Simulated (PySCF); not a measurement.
# C4H6N2: the cost of one run

Programs: PySCF 2.14.0, with density-fitted response routines of our own. Each step states its level of theory. These are calculated values for one molecule in the gas phase, unless marked as measured. Atoms count from 0, in the outputs and in this text.

**1. Starting geometry**

12 atoms, charge 0, multiplicity 1; geometry from: GFN2-xTB. The atoms were then displaced at random by about 0.01 Å, so the start is not that level's minimum.

Bonds of the start (Å): C0–N1 1.41, N1–C2 1.35, C2–C3 1.41, C3–N4 1.36, N4–C5 1.31, C5–N1 1.36, C0–H6 1.08, C0–H7 1.08, C0–H8 1.12, C2–H9 1.07, C3–H10 1.03, C5–H11 1.06.

**2. Optimising the geometry at PBE0-D3(BJ)/def2-SVP**

What the job is given:

```
{"job": {"xc": "PBE0", "basis": "def2-SVP", "d3": "d3bj", "grid": 1, "shake": 0.01, "kind": "geom"}, "charge": 0, "multiplicity": 1}
C     -1.630670    -0.246980     0.156590
N     -0.255200     0.041750     0.004680
C      0.731360    -0.885590    -0.046230
C      1.947950    -0.177570    -0.162070
N      1.647660     1.144730    -0.198080
C      0.350890     1.258340    -0.088310
H     -1.856960    -0.617960     1.149180
H     -1.962310    -0.947840    -0.594020
H     -2.212090     0.707650     0.029780
H      0.550320    -1.936300     0.027270
H      2.910700    -0.547640    -0.217590
H     -0.181970     2.179130    -0.070220
```

Command:

```console
OMP_NUM_THREADS=1 python probes_run.py task.json out
```

The driver reads the jobs from task.json and runs them one after another.

Q: Estimate the wall time and peak memory of this first job on 1 thread of Arm Neoverse V1, shared host.

About 36 s, with a peak of 0.48 GiB.
